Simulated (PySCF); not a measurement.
H2S, charge +1, doublet, at a GFN2-xTB geometry (a state made from the parent by changing its charge; the spin is typed, not shown lowest).

The PySCF input:
```python
from pyscf import gto, scf, dft

mol = gto.Mole()
mol.atom = '''
    S    -0.007575    0.103615   -0.002578
    H    -0.929143   -0.900722    0.043071
    H     1.050348   -0.757117   -0.001828
'''
mol.basis = '6-31g**'
mol.charge = 1
mol.spin = 1
mol.verbose = 5
mol.build()

mf = dft.UKS(mol)
mf.xc = 'b3lyp'
mf.kernel()
```

### Question
What does this run give for the total energy, number of basis functions, nuclear repulsion energy, HOMO energy?

### Answer

```
Quantity                         Result
-------------------------  ------------
total energy               -399.0074 Eh
number of basis functions            28
nuclear repulsion energy     12.6827 Eh
HOMO energy                   -17.80 eV
```

These values belong to the state on which the SCF converged, which isn't shown to be the lowest.
